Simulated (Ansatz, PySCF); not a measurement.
For 3C-SiC, B3LYP (VWN-RPA form) (plane waves, PAW; Ansatz, an electronic-structure program) gives:

- lattice parameter a: 4.375 Å
- bulk modulus: 218 GPa
- cohesive energy: 5.93 eV/atom

Task: What does MP2 (PySCF, GTH pseudopotentials, Gaussian basis) give for the same quantities?

Result: 
- lattice constant a: 4.346 Å (shrinks by 0.7 %)
- bulk modulus: 233 GPa (rises by 6.9 %)
- cohesive energy: 7.02 eV/atom (grows by 1.09 eV/atom)

For comparison: lattice constant a 4.346 Å (measured, static lattice: zero-point anharmonic expansion removed, our sources range from 4.341 to 4.348; as tabulated in Mejia-Rodriguez and Trickey (2018), arXiv:1807.09216); bulk modulus 229 GPa (measured, 0 K value with the zero-point phonon effect removed; as tabulated in Mejia-Rodriguez and Trickey (2018), arXiv:1807.09216); cohesive energy 6.48 eV/atom (measured, static lattice: zero-point vibration energy added; as tabulated in Mejia-Rodriguez and Trickey (2018), arXiv:1807.09216).

Changes are worked out from the printed values.

Unless a cell is named, each level is at its own relaxed cell (B3LYP (VWN-RPA form) 10.47, MP2 10.26 Å³/atom).

Ansatz's density-functional and Hartree–Fock values are scalar-relativistic unless marked +SOC, with PAW data made under PBE.
